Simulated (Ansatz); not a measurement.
**C4H8S: basis-set convergence**

One table from this session's results is given with a row withheld; the runs are named, their logs left out.

Program: Ansatz 0.2.0, Gaussian basis. Level of theory: one geometry, several basis sets. These are calculated values, not measurements.

Plan: PBE0-D4/def2-SVP; ωB97M-V/def2-SVP; PBE0-D4/def2-QZVPP; ωB97M-V/def2-QZVPP; the functionals' def2-TZVPP values are taken from earlier runs.

### The relaxed structure

All runs share one geometry, relaxed beforehand with PBE0-D4 in a triple-zeta def2 set.

SMILES `C=C(S)CC`, 13 atoms, charge 0, spin multiplicity 1.

Atoms are counted from 1 here; the program's logs count them from 0.

Bond lengths: C1–C2 1.330 Å, C1–H6 1.083 Å, C1–H7 1.084 Å, C2–S3 1.765 Å, C2–C4 1.499 Å, S3–H8 1.343 Å, C4–C5 1.523 Å, C4–H9 1.094 Å, C4–H10 1.097 Å, C5–H11 1.092 Å, C5–H12 1.092 Å, C5–H13 1.091 Å. Angles: C2–C1–H6 122.2°, C2–C1–H7 120.2°, H6–C1–H7 117.6°, C1–C2–S3 119.0°, C1–C2–C4 123.4°, S3–C2–C4 117.5°, C2–S3–H8 96.9°, C2–C4–C5 113.9°, C2–C4–H9 107.9°, C2–C4–H10 108.9°, C5–C4–H9 110.0°, C5–C4–H10 109.5°, H9–C4–H10 106.5°, C4–C5–H11 110.5°, C4–C5–H12 110.6°, C4–C5–H13 111.4°, H11–C5–H12 108.2°, H11–C5–H13 108.2° and more.

Coordinates:

```
C    -0.17595    1.25364    1.56524
C     0.37110    0.36227    0.74328
S     1.44564   -0.86917    1.41008
C     0.05897    0.29065   -0.72103
C    -0.72145   -0.95385   -1.12492
H     0.07203    1.29548    2.61886
H    -0.90443    1.96421    1.19179
H     2.15253   -1.08931    0.28956
H    -0.50578    1.18836   -0.98820
H     0.99769    0.33367   -1.28683
H    -0.92169   -0.94908   -2.19845
H    -1.67754   -0.99643   -0.59889
H    -0.17042   -1.86505   -0.88578
```

Set-up of the first run:

File in.yaml:

```yaml
crystal:
  periodic: [false, false, false]
  atoms:
    - {symbol: C, position_ang: [-0.175947, 1.253635, 1.565241]}
    - {symbol: C, position_ang: [0.371101, 0.362274, 0.743275]}
    - {symbol: S, position_ang: [1.445636, -0.869167, 1.410078]}
    - {symbol: C, position_ang: [0.058967, 0.290653, -0.721033]}
    - {symbol: C, position_ang: [-0.721451, -0.953846, -1.124922]}
    - {symbol: H, position_ang: [0.072032, 1.295477, 2.618858]}
    - {symbol: H, position_ang: [-0.904425, 1.964210, 1.191786]}
    - {symbol: H, position_ang: [2.152530, -1.089306, 0.289560]}
    - {symbol: H, position_ang: [-0.505784, 1.188362, -0.988197]}
    - {symbol: H, position_ang: [0.997687, 0.333666, -1.286826]}
    - {symbol: H, position_ang: [-0.921686, -0.949078, -2.198454]}
    - {symbol: H, position_ang: [-1.677541, -0.996430, -0.598886]}
    - {symbol: H, position_ang: [-0.170418, -1.865051, -0.885781]}
basis:
  gaussian: {orbitals: def2-SVP}
hamiltonian: {xc: pbe0, dispersion: d4}
output: {orbitals: {seedname: orbitals}}
```

Started as:

```console
$ ansatz run in.yaml --threads 4 --pin off --events-out ev --progress --plain --max-ram 10444MiB
```

Among the steps run: PBE0-D4 in def2-SVP; ωB97M-V in def2-SVP; PBE0-D4 in def2-QZVPP; ωB97M-V in def2-QZVPP.

One table of the session follows, with a row left open; its other results are not shown here.

It belongs to the step «Functionals by basis». 

```
functional       basis  HOMO (eV)  LUMO (eV)
   PBE0-D4    def2-SVP      -6.36       0.29
   PBE0-D4  def2-TZVPP      -6.47       0.01
   PBE0-D4  def2-QZVPP      -6.50      -0.11
   ωB97M-V    def2-SVP          ?          ?
   ωB97M-V  def2-TZVPP      -8.62       1.98
   ωB97M-V  def2-QZVPP      -8.64       1.57
```

**Question.** Estimate the row for ωB97M-V, def2-SVP.

As computed: HOMO (eV): -8.49; LUMO (eV): 2.41. In the column «HOMO (eV)» it lies between ωB97M-V, def2-TZVPP (-8.62) and PBE0-D4, def2-QZVPP (-6.50).
